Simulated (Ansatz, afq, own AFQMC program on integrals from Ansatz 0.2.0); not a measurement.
**SiHCl$_{2}$, doublet: AFQMC among the cluster methods**

```yaml
atoms:
  - { symbol: Si, position_ang: [1.1837, 0.1178, -0.9453] }
  - { symbol: Cl, position_ang: [1.7603, -1.8066, -0.4711] }
  - { symbol: Cl, position_ang: [-0.1203, 0.0971, -2.5451] }
  - { symbol: H, position_ang: [2.4052, 0.8812, -1.3519] }
```

Connectivity, by distances: Cl–SiH–Cl.

Basis def2-SVP. Noble-gas cores (and the filled d shells of Ga–Kr and In–Xe) are frozen. AFQMC by an in-house program on the Cholesky factors that Ansatz 0.2.0 writes for its CCSD(T) run. ph-AFQMC/CISD is guided by a CISD state made of CCSD amplitudes; releasing the constraint for a short imaginary time cuts its bias at the price of noise, slowly where states lie close. Uncertainties: one standard error, sampling alone.

Determinant: UHF, the one that the program's search chose, which needn't be the lowest solution. The geometry is a PBE0/def2-SVP stationary point of this or a neighbouring charge and spin state.

No full CI on the walks' own integrals is used here; CCSDT(Q) serves as the reference and is uncertain by about the last step of the cluster series.

- T1 diagnostic: 0.0123
- weight of the determinant in the CISD state: 0.857
- ⟨S²⟩ of the determinant: 0.754
- size of the correlated space: 19 electrons in 44 orbitals

Reference: CCSDT(Q), correlation energy -10.498 eV. The released energy is read at 1.50 1/Eh (meV from the phaseless value at times in 1/Eh: -1 ± 5 at 0.24, -6 ± 5 at 0.51, -6 ± 5 at 0.99, -6 ± 5 at 1.50).

```json
{"level": "HF", "E − E(reference) (kcal/mol)": "242.10", "share of correlation (%)": "0.00"}
{"level": "MP2", "E − E(reference) (kcal/mol)": "28.45", "share of correlation (%)": "88.25"}
{"level": "CCSD", "E − E(reference) (kcal/mol)": "6.34", "share of correlation (%)": "97.38"}
{"level": "CCSD(T)", "E − E(reference) (kcal/mol)": "1.01", "share of correlation (%)": "99.58"}
{"level": "CCSDT", "E − E(reference) (kcal/mol)": "0.42", "share of correlation (%)": "99.83"}
{"level": "ph-AFQMC/CISD", "E − E(reference) (kcal/mol)": "0.05 ± 0.09", "share of correlation (%)": "99.98"}
{"level": "released AFQMC", "E − E(reference) (kcal/mol)": "-0.10 ± 0.12", "share of correlation (%)": "100.04"}
```

Released energies are given only where the last usable release times agree within the noise; a slower fall can still hide under it.
